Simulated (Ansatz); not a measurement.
Corundum Cr2O3, treated with RPBE in Ansatz (plane waves, PAW).

Settings: plane-wave cutoff 520 eV, 8×8×8 k mesh, Fermi–Dirac smearing 0.01 eV, spin-polarised with opposed moments, scalar-relativistic PAW data made under PBE.

The cell is scaled about its equilibrium volume:

Shape and atoms are relaxed at each volume.

```tsv
V (Å³/atom)	P (GPa)	direct gap at Γ (eV)	smallest gap on the k mesh (eV)	c (Å)
9.620	8.49	1.917	1.686	13.746
9.821	4.02	1.907	1.668	13.817
10.021	0.00	1.886	1.648	13.893
10.222	-3.63	1.860	1.627	13.970
10.422	-6.88	1.832	1.604	14.047
```

The fundamental gap (1.64 eV at the equilibrium volume, with added k points) lies elsewhere than Γ–Γ.

Measured, for comparison: band gap 3.3 ± 0.1 eV (temperature not stated, not corrected to a static lattice, middle of the range; as tabulated in Medasani et al. (2019), arXiv:1904.04625).

Note: without U or exact exchange, gaps and moments of open d shells tend to come out too small; the bulk modulus comes from volumes at which shape and atoms were relaxed.

Ansatz is a quantum-chemistry and plane-wave program.
